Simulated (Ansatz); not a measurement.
# AlNH2+ (doublet): wave-function methods side by side, cc-pVDZ

One table from this session's results is given with a row withheld; the runs are named, their logs left out.

Computed with Ansatz 0.2.0, Gaussian basis. Level: cc-pVDZ, core rule «outside noble gas», up to 6 orbitals frozen.

The runs, in order: UHF; CCSD(T) on ROHF; CCSD(T) on UHF; BCCD(T) on ROHF; CISD; CCSDT(Q) on ROHF; CCSDT(Q) on UHF; CCSDTQ on ROHF; CASSCF and MRCISD+Q, 9 electrons in 10 orbitals; CASSCF and NEVPT2, 9 electrons in 10 orbitals.

6 further runs of the same task are left out: 2 for a known fault of the program, 4 set aside as unsound or not needed.

## The geometry

The geometry is a PBE0/def2-TZVP stationary point (not a proven minimum) of the parent state, kept for this charge and spin.

4 atoms, charge 1, spin multiplicity 2.

Atoms are counted from 1 here; the program's logs count them from 0.

Bond lengths: Al1–N2 1.810 Å, Al1–H3 1.584 Å, Al1–H4 1.584 Å. Angles: N2–Al1–H3 114.4°, N2–Al1–H4 114.4°, H3–Al1–H4 131.2°.

Set-up of the first run:

The input, in.yaml:

```yaml
crystal:
  periodic: [false, false, false]
  atoms:
    - {symbol: Al, position_ang: [0.000000, 0.000000, 0.558698]}
    - {symbol: N, position_ang: [0.000000, 0.000000, -1.250890]}
    - {symbol: H, position_ang: [0.000000, 1.442863, 1.213515]}
    - {symbol: H, position_ang: [0.000000, -1.442863, 1.213515]}
basis:
  gaussian: {orbitals: cc-pVDZ}
total_charge: 1
magnetization: {spin_polarized: true, initial_magnetization: 1}
hamiltonian: {xc: hf}
output: {orbitals: {seedname: orbitals}}
```

Launch:

```sh
$ ansatz run in.yaml --threads 1 --pin off --events-out ev --progress --plain --max-ram 2816MiB --backend cpu
```

Steps of the session up to this table: UHF; CCSD(T) on ROHF; CCSD(T) on UHF; BCCD(T) on ROHF; CISD; CCSDT(Q) on ROHF; CCSDT(Q) on UHF; CCSDTQ on ROHF; CASSCF and MRCISD+Q, 9 electrons in 10 orbitals; CASSCF and NEVPT2, 9 electrons in 10 orbitals.

One table of the session follows, with a row left open; its other results are not shown here.

It belongs to the step «Misses and costs». 

| method | from RCCSDTQ (kcal/mol) |
| --- | --- |
| ROHF | +137.16 |
| RMP2 | +43.25 |
| CISD | +21.47 |
| RCCSD | +9.61 |
| RCCSD(T) | +2.69 |
| BCCD(T) | +3.54 |
| RCCSDT | +0.75 |
| RCCSDT(Q) | -0.34 |
| RCCSDTQ | 0 |
| CASSCF valence | ? |
| NEVPT2 valence | +15.94 |
| MRCISD valence | +3.62 |
| MRCISD+Q valence | +0.44 |

Q: Estimate the row for CASSCF valence from the others.

**Answer.** from RCCSDTQ (kcal/mol): +72.32. In the column «from RCCSDTQ (kcal/mol)» it lies between RMP2 (+43.25) and ROHF (+137.16).

Caveats from the session: Left out of the table: UHF, UMP2, UCCSD, UCCSD(T), UCCSDT, UCCSDT(Q) (another determinant or state than the rows shown).
